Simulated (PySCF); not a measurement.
Magnetic susceptibility: SMILES CC(C)C1=CC1, C6H10

Cartesian coordinates in Å; atom numbers follow the order of the lines, from 1:
```xyz
16

C    -1.2791    0.2942   -1.1443
C    -0.4022    0.3111    0.1022
C    -0.9518   -0.5876    1.2116
C     0.9948   -0.0606   -0.2141
C     1.9110   -0.4608   -1.0435
C     2.3602   -0.2577    0.3752
H    -0.8787    0.9620   -1.9214
H    -1.3301   -0.7217   -1.5670
H    -2.3053    0.6160   -0.9102
H    -0.3685    1.3431    0.5009
H    -0.3042   -0.5654    2.1006
H    -1.9594   -0.2622    1.5116
H    -1.0194   -1.6318    0.8677
H     2.2197   -0.7538   -2.0431
H     2.5607   -1.1304    1.0194
H     2.9739    0.6197    0.6405
```

Computed, not measured: GIAO PBE0/ANO-RCC-VDZP magnetisability, rotational g tensor and spin-rotation constants, non-relativistic, gas phase (PySCF 2.14.0). Geometry: PBE0-D3(BJ)/def2-SVP.

(1) How diamagnetic is it, and how anisotropic?

(2) Split it along the inertial axes a, b, c into diamagnetic and paramagnetic parts about the centre of mass, with the quadrupole moment.

(3) And the rotational g tensor?

Results:

(1) Isotropic -1070 × 10⁻³⁰ J/T², or -64.4 × 10⁻⁶ cm³/mol; principal values -1266, -1028, -916 × 10⁻³⁰ J/T², anisotropy 310 × 10⁻³⁰ J/T² (root of half the summed squared differences of the principal values). The susceptibility is in cgs units.

(2) 
| axis | χ (10⁻⁶ cm³/mol) | diamagnetic (10⁻⁶ cm³/mol) | paramagnetic (10⁻⁶ cm³/mol) | summed x² of all electrons (Å²) | quadrupole Θ (D Å) |
| --- | --- | --- | --- | --- | --- |
| a | -57.9 | -305.8 | 247.9 | 114.8 | -0.78 |
| b | -63.2 | -565.3 | 502.1 | 53.7 | +0.80 |
| c | -72.2 | -714.8 | 642.6 | 18.4 | -0.02 |

Anisotropies 2χaa − χbb − χcc = +19.5 and 2χbb − χaa − χcc = +3.7 × 10⁻⁶ cm³/mol. Θ is traceless in Buckingham's convention.

(3) 
| axis | rotational constant (GHz) | g | nuclear part | electronic part |
| --- | --- | --- | --- | --- |
| a | 6.0425 | -0.0259 | 0.6778 | -0.7036 |
| b | 2.6348 | -0.0059 | 0.6156 | -0.6214 |
| c | 2.0269 | +0.0045 | 0.6163 | -0.6119 |

Asymmetric top; isotopes 12C, 1H; no vibrational averaging.
